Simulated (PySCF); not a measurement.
**Removal energies of Ar from EOM-IP-GCCSD**

Reference: closed-shell Ar, [Ar]; one electron is removed. Calculated with PySCF 2.14, two-component X2C-1e with screened spin-orbit coupling, an even-tempered Gaussian basis (22 s from 0.0085 bohr⁻², ratio 2.6; 16 p from 0.011 bohr⁻², ratio 2.6; 3 d from 0.91 bohr⁻², ratio 2.8; 3 f from 1.4 bohr⁻², ratio 2.8); frozen [Ne]; the 66 highest virtual spinors dropped; of the others 56 kept and the rest restored at second order. No Breit or QED terms. Binding energies in eV.

```tsv
level	Koopmans	second order	EOM-CCSD	NIST
3s1/2	35.004	31.239	30.728	29.239
3p1/2	16.206	15.317	15.466	15.937
3p3/2	15.994	15.130	15.274	15.760
```

In EOM-CCSD the overlap with the one-orbital guess is low for 3s1/2 (weight 0.84). That can mean mixing with two-hole, one-particle states, where second order and EOM-CCSD lose accuracy, or only a rotation among the degenerate components of the shell; the terms of those configurations are not listed.

The screened spin-orbit operator tends to give fine-structure splittings of light species too large.
